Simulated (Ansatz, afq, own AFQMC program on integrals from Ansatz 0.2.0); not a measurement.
## Hf, triplet → Hf⁺, doublet

A free Hf atom.

E(doublet, charge +1) − E(triplet, charge +0) at this geometry, on UHF and UHF determinants.

Basis def2-SVP with its core potentials. Only valence electrons are correlated. Ansatz 0.2.0 and our own AFQMC program on the same integrals; the CISD trial comes from CCSD amplitudes, and released means the phaseless constraint is let go. ± is one standard error of the sampling. No spin–orbit coupling. The metal's outer-core s and p shells are frozen, which shifts wave-function levels against functionals. The errors of all members are added in quadrature.

Full CI on the same integrals is exact in this basis and with this determinant's frozen core.

Errors are counted within def2-SVP, not against nature.

Cautions: no spin-orbit coupling; outer-core shells of the metal frozen; Hf⁺ (doublet): strong correlation (T1 0.096, weight of the determinant 0.87, largest double 0.15), unrestricted determinant spin contaminated (⟨S²⟩ 1.42 against 0.75), the released energies have errors that jump between times, so the bars are unsure, so no released level is given (meV from the phaseless value at times in 1/Eh: -27 ± 25 at 0.60, -2.6 ± 0.9 at 1.20, -4.9 ± 0.8 at 2.00, -5.6 ± 1.3 at 3.00, -7.3 ± 1.2 at 4.20).

Reference (full CI): 6.289 eV.

```csv
level,vertical ionization energy (eV),error against FCI (eV)
HF,5.761,-0.528
MP2,6.266,-0.022
CCSD,6.263,-0.025
CCSD(T),6.284,-0.005
ph-AFQMC/HF,6.283 ± 0.012,-0.006 ± 0.012
```

Correlation beyond CCSD(T) adds 0.005 eV. The perturbative (T) step is worth +0.020 eV. Where the cautions show a poor determinant, the low rows tell how each method copes with it, not its usual error.

A walk keeps the symmetry of its determinant, which the program's search chose and which needn't be the lowest solution, so a lower state of the same spin and another symmetry isn't excluded.
